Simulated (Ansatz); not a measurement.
2H WS₂, treated with PBEsol in Ansatz (PAW).

Numerical settings: plane-wave cutoff 520 eV, 12×12×4 k mesh (along the axes of the cell as run), Fermi–Dirac smearing 0.01 eV, no spin polarisation, scalar-relativistic PAW data made under PBE.

Properties against volume:

Shape and atoms are relaxed at each volume.

```csv
V (Å³/atom),P (GPa),direct gap at Γ (eV),smallest gap on the k mesh (eV),c (Å)
17.409,1.15,2.341,0.910,12.261
17.772,0.46,2.392,1.004,12.471
18.135,0.00,2.448,1.099,12.694
18.497,-0.27,2.506,1.192,12.927
18.860,-0.40,2.566,1.284,13.171
```

The fundamental gap (1.09 eV at the equilibrium volume, with added k points) lies elsewhere than Γ–Γ.

Note: the cell comes from a level without a dispersion term, which matters for the spacing of layers, chains or molecules; the bulk modulus comes from volumes at which shape and atoms were relaxed; the cell has widely spaced layers and the level no dispersion term, so their spacing and the moduli can rest on weak binding.

Spin–orbit coupling is not included.

Ansatz is a quantum-chemistry and plane-wave program.
